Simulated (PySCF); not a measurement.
Gas-phase reaction: O + 3 CH₃OCH₃ ⇌ 4 H₂O + 2 C₃H₅ (allyl)

Method: PySCF energies (xtb for GFN2) plus ideal-gas RRHO corrections (1 bar). Table values come from the NASA 1993 polynomials. † marks an energy on the PBE0/def2-TZVP geometry and frequencies; other levels use their own. CCSD(T) freezes the core. 6-31G* has spherical d functions here. Open shells (unrestricted): O (multiplicity 3), C₃H₅ (allyl) (multiplicity 2); the rest are closed-shell singlets. GFN2 has no spin-polarisation term. Spin-orbit splitting is ignored; it lowers the true energy and changes the entropy of O. For this reaction the table lies outside the span of B3LYP, CCSD(T), M06-2X, MP2, PBE0, r2SCAN, ωB97M-V, ωB97X-V in their largest bases here; which side is off was not settled. CCSD(T) isn't extrapolated to the basis-set limit. The table's entry may be an old estimate for C₃H₅ (allyl) (not checked at source). Warning, spin contamination: C₃H₅ (allyl) (CCSD(T)/def2-TZVPP†, HF/6-31G*).

```
level                ΔH°(298 K), kJ
-------------------  --------------
table                        -326.1
CCSD(T)/def2-TZVPP†             [?]
GFN2-xTB                        [?]
HF/6-31G*                       [?]
r2SCAN/def2-TZVP†            -297.0
LDA/def2-TZVP†               -276.0
```

Q: Fill in the missing entries.

A: 
- CCSD(T)/def2-TZVPP†, ΔH°(298 K), kJ: -290.1
- GFN2-xTB, ΔH°(298 K), kJ: -273.1
- HF/6-31G*, ΔH°(298 K), kJ: -51.0
